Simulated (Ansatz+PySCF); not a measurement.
Values are calculated unless marked as measured or tabulated.
## PySCF 2.14.0 run

```python
from pyscf import gto, scf, cc

mol = gto.M(atom="""
H 0.000000 0.000000 -1.614960
F 0.000000 0.000000 0.179440
""", basis='6-31g', charge=0, spin=0)
mf = scf.RHF(mol)
mf.kernel()
mycc = cc.CCSD(mf, frozen=1).run()
et = mycc.ccsd_t()
print(mf.e_tot, mycc.e_corr, et, mycc.e_tot + et)
```

The script is written out from the run's settings.

Results

- Converged: yes
- Reference energy: -99.78526 hartree
- CCSD correlation energy: -0.19289 hartree
- Triples correction: -0.00546 hartree
- Total energy: -99.98360 hartree

Caution: large amplitudes, a single reference is doubtful; an unrestricted determinant lies well below.
